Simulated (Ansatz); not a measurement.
Results of PBEsol (PAW; Ansatz, an electronic-structure program) for hcp Y.

Numerical settings: plane-wave cutoff 520 eV, 16×16×10 k mesh (along the axes of the cell as run), Fermi–Dirac smearing 0.1 eV, perturbation theory, force constants from a 4×4×2 q mesh, scalar-relativistic PAW data made under PBE.

Computed at the level's own relaxed cell. Harmonic vibrational thermodynamics at fixed volume:

```
T (K)  S_vib (J/K per mol of atoms)  C_V (J/K per mol of atoms)  F_vib (eV/atom)
-----  ----------------------------  --------------------------  ---------------
0                              0.00                        0.00           0.0195
200                           33.70                       23.71          -0.0155
400                           50.52                       24.62          -0.1047
600                           60.54                       24.80          -0.2205
700                           64.37                       24.84          -0.2853
800                           67.69                       24.86          -0.3538
1000                          73.24                       24.89          -0.5000
```

The crystal is taken as a harmonic solid at every temperature: melting, phase changes and thermal expansion are not seen, nor the electrons' share in a metal.
